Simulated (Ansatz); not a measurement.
## Ansatz (development build ahead of 0.2.0) run

```yaml
crystal:
  periodic: [false, false, false]
  atoms:
    - { symbol: O, position_ang: [-0.09381, 1.12986, 0.08775] }
    - { symbol: C, position_ang: [0.00738, -0.00054, 0.01938] }
    - { symbol: O, position_ang: [0.10859, -1.13093, -0.049] }
basis:
  gaussian: { orbitals: def2-SVP }
magnetization:
  spin_polarized: true
  initial_magnetization: 2
hamiltonian:
  xc: pbe0
output:
  forces: true
```

The input is written out in the form of the current development build from the run's settings.

Output:

```yaml
Converged: yes
Total_energy: -187.93309 hartree
Spin_squared_of_the_determinant: 2.004
Stability_test: minimum
```

Forces (eV/Å):
```
atom      Fx       Fy      Fz
  O1  -1.161   12.977   0.784
  C2  -0.001    0.000   0.001
  O3   1.162  -12.977  -0.785
```

Caution: another spin multiplicity may lie lower.
